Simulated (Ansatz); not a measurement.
**SiO+ (quartet): wave-function methods side by side at distance Si1–O2 = 1.539 Å, cc-pVDZ**

How much of the correlation energy of SiO+ (quartet) does each wave-function method recover here?

Method: cc-pVDZ, core rule «outside noble gas», up to 6 orbitals frozen; program: Ansatz 0.2.0, Gaussian basis.

To be run: UHF; CCSD(T) on ROHF; CCSD(T) on UHF; BCCD(T) on ROHF; CISD as a restricted active space (open shells left free, so some higher excitations enter); CCSDT(Q) on ROHF; CCSDT(Q) on UHF; CISDTQ; CCSDTQ on ROHF; CCSDTQ on UHF; CASSCF and MRCISD+Q, 5 electrons in 5 orbitals; CASSCF and NEVPT2, 5 electrons in 5 orbitals; CASSCF and MRCISD+Q, 9 electrons in 8 orbitals; CASSCF and NEVPT2, 9 electrons in 8 orbitals; Full CI.

**1. The system**

The geometry derives from a PBE0/def2-TZVP stationary point (not a proven minimum). One bond is set to the value named and the two fragments are kept rigid.

2 atoms, charge 1, spin multiplicity 4.

Atoms are counted from 1 here; the program's logs count them from 0.

Bond lengths: Si1–O2 1.539 Å.

**2. UHF**

in.yaml reads:

```yaml
crystal:
  periodic: [false, false, false]
  atoms:
    - {symbol: Si, position_ang: [0.000000, 0.000000, 0.000000]}
    - {symbol: O, position_ang: [0.000000, 0.000000, 1.539000]}
basis:
  gaussian: {orbitals: cc-pVDZ}
total_charge: 1
magnetization: {spin_polarized: true, initial_magnetization: 3}
hamiltonian: {xc: hf}
output: {orbitals: {seedname: orbitals}}
```

Run with:

```
> ansatz run in.yaml --threads 1 --pin off --events-out ev --progress --plain --max-ram 2880MiB --backend cpu
```

The runs that follow: CCSD(T) on ROHF; CCSD(T) on UHF; BCCD(T) on ROHF; CISD as a restricted active space (open shells left free, so some higher excitations enter); CCSDT(Q) on ROHF; CCSDT(Q) on UHF; CISDTQ; CCSDTQ on ROHF; CCSDTQ on UHF; CASSCF and MRCISD+Q, 5 electrons in 5 orbitals; CASSCF and NEVPT2, 5 electrons in 5 orbitals; CASSCF and MRCISD+Q, 9 electrons in 8 orbitals; CASSCF and NEVPT2, 9 electrons in 8 orbitals; Full CI.

Q: Predict the results of all the runs planned. Wanted: FCI from the RHF energy; RMP2 from FCI; UMP2 from FCI; RCCSD from FCI; RCCSD(T) from FCI; UCCSD(T) from FCI; RCCSDT(Q) from FCI; UCCSDT(Q) from FCI; T1 diagnostic.

**Answer**, as computed:

| quantity | value |
| --- | --- |
| FCI from the ROHF energy | -5.7052 eV |
| RMP2 from FCI | +22.15 kcal/mol |
| UMP2 from FCI | +22.03 kcal/mol |
| RCCSD from FCI | +9.88 kcal/mol |
| RCCSD(T) from FCI | +6.02 kcal/mol |
| UCCSD(T) from FCI | +6.07 kcal/mol |
| RCCSDT(Q) from FCI | -0.26 kcal/mol |
| UCCSDT(Q) from FCI | -0.30 kcal/mol |
| levels within 1 kcal/mol (43 meV) | CISDTQ, RCCSDT(Q), UCCSDT(Q), RCCSDTQ, UCCSDTQ |
| T1 diagnostic | 0.034 |
| effectively unpaired electrons | 3.40 |

RCCSD(T) misses by +6.02 kcal/mol, 4.6 % of the correlation energy. RCCSDT(Q), UCCSDT(Q) fall below full CI: unrestricted runs freeze a spin-polarised core, another one than full CI's, and coupled cluster isn't variational. The occupations show static correlation (3.40 effectively unpaired electrons where one determinant has 3). These misses are within one basis, not against nature; the frozen cores of restricted and unrestricted runs differ, which can shift their rows.

Levels on UHF freeze UHF's core orbitals, full CI those of ROHF, so the U rows can settle a little off it for that reason alone.

With open shells the CI space here admits some higher excitations, so it is larger than plain CISD.
